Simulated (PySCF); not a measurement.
Vertical excitation energies

BH2(OH).
Z-matrix (Å and degrees, PBE0-D3(BJ)/def2-SVP geometry), rows numbered from 1:
```
B 
H   1  1.2088
H   1  1.2149  2  122.54
O   1  1.3451  2  116.62  3  -179.78
H   4  0.9630  1  113.12  2  -179.77
```

Method: TDDFT CAM-B3LYP/def2-SVPD, vertical, gas phase, core orbitals frozen in the response (PySCF 2.14.0, density-fitted response routines).

**Question.** What does the calculation give for the low-lying excited states?

**Answer.** 

| state | E (eV) | λ (nm) | f | \|μ\| (D) | symmetry | main configurations (H = HOMO, L = LUMO) |
| --- | --- | --- | --- | --- | --- | --- |
| S1 | 6.45 | 192.3 | 0.0000 | 0.01 | – | H→L (98%) |
| S2 | 7.91 | 156.8 | 0.0058 | 0.44 | A′ | H→L+1 (94%) |
| S3 | 9.17 | 135.3 | 0.014 | 0.62 | A″ | H-2→L (91%) |
| S4 | 9.21 | 134.6 | 0.080 | 1.51 | A′ | H→L+2 (88%) |
| S5 | 9.39 | 132.1 | 0.053 | 1.22 | A″ | H-1→L+1 (84%) |
| S6 | 9.57 | 129.6 | 0.139 | 1.96 | A′ | H-1→L (83%) |
| S7 | 10.23 | 121.2 | 0.020 | 0.71 | A′ | H→L+3 (78%) |
| S8 | 10.53 | 117.7 | 0.122 | 1.75 | A′ | H-2→L+1 (65%), H→L+4 (14%) |
| S9 | 10.74 | 115.4 | 0.0033 | 0.29 | A″ | H→L+5 (91%) |
| S10 | 10.77 | 115.1 | 0.170 | 2.04 | A′ | H→L+4 (68%), H→L+6 (16%), H-2→L+1 (10%) |

Triplets (Tamm–Dancoff): T1 5.80 eV, H→L (97%); T2 7.60 eV, H-1→L (95%); T3 7.65 eV, H→L+1 (89%); T4 8.26 eV, H-2→L (92%).

The lowest singlet lies at 6.45 eV (192 nm, vacuum ultraviolet) and is dark (f under 0.0005); its leading configuration is HOMO→LUMO (98%). The strongest level in the table is S10 at 10.77 eV (115 nm, f = 0.170). It is the last of those listed, so stronger ones may follow. Löwdin shares by element: HOMO hydrogen 38% or more, boron 35%, oxygen 24%; LUMO boron 50%, hydrogen 25% or more, oxygen 24%. The listed states span 4.33 eV, and the widest gap between neighbours is 1.46 eV (S1 to S2). Orbital energies (eV): HOMO-3 -14.56, HOMO-2 -13.03, HOMO-1 -12.37, HOMO -10.36, LUMO 0.64, LUMO+1 0.84, LUMO+2 2.00. Of the 10 states listed, 7 reach f = 0.01 and 1 stays under 0.0005. No computed singlet lies in the visible range (380 to 750 nm); the lowest, at 192 nm, stands 3.18 eV above its violet end (3.26 eV). Symmetry labels in Cs follow from the direction of the transition dipole and are given only for states with f of 0.002 or more. The window holds the lowest 10 singlets.

Time: 2.6 s wall. Hardware: one thread of an x86-64 server, on a shared host.

One conformer stands for the species.
